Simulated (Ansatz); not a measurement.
# How the Voigt–Reuss–Hill bulk modulus of 2H MoS2 moves with the method

No measured value is used here.

| level (code) | value (GPa) | cell (Å³/atom) |
|---|---|---|
| LDA (Ansatz) | 60.6 | 16.99 |
| PBE (Ansatz) | 25.7 | 21.66 |
| PBEsol (Ansatz) | 42.7 | 17.92 |
| PBE-D4 (Ansatz) | 59.5 | 17.46 |
| r²SCAN (Ansatz) | 41.6 | 19.02 |
| r²SCAN+rVV10 (Ansatz) | 57.5 | 18.07 |

The crystal itself was run without spin with LDA, PBE, PBEsol, PBE-D4, r²SCAN, r²SCAN+rVV10; a magnetic state was not tried in these runs. LDA: LDA has no dispersion term either, though it tends to give short spacings of layers, chains or molecules. PBE, PBEsol, r²SCAN: the cell comes from a level without a dispersion term, which matters for the spacing of layers, chains or molecules. PBE-D4: the dispersion coefficients are held fixed in the derivatives. Each level is taken at its own relaxed cell. Cutoffs differ between the levels. Ansatz's density-functional and Hartree–Fock values are scalar-relativistic unless marked +SOC, with PAW data made under PBE.

Ansatz is a first-principles code.
